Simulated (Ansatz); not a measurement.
C2H4OS (`O=CCS`) at its PBE0-D4/def2-TZVP geometry, where that method's forces vanish. Charge 0, multiplicity 1.

```xyz
8

O     0.9602   -0.7656   -1.2227
C     0.8951    0.0841   -0.3808
C    -0.2939    0.3588    0.4938
S    -1.7132   -0.7044    0.1862
H     1.7563    0.7553   -0.1834
H     0.0450    0.2654    1.5320
H    -0.5610    1.4123    0.3537
H    -1.0886   -1.4058   -0.7788
```

Question: What forces (eV/Å) does r2SCAN-D4/def2-TZVPP give on these atoms in Ansatz 0.2.0? (Best estimate.)

Answer: The calculation gave: 
```
O1   0.013 -0.306 -0.300
C2   0.041  0.241  0.208
C3   0.027  0.073  0.056
S4  -0.161 -0.078  0.009
H5   0.030  0.043  0.028
H6   0.005  0.025  0.005
H7   0.013  0.010  0.018
H8   0.033 -0.007 -0.025
```
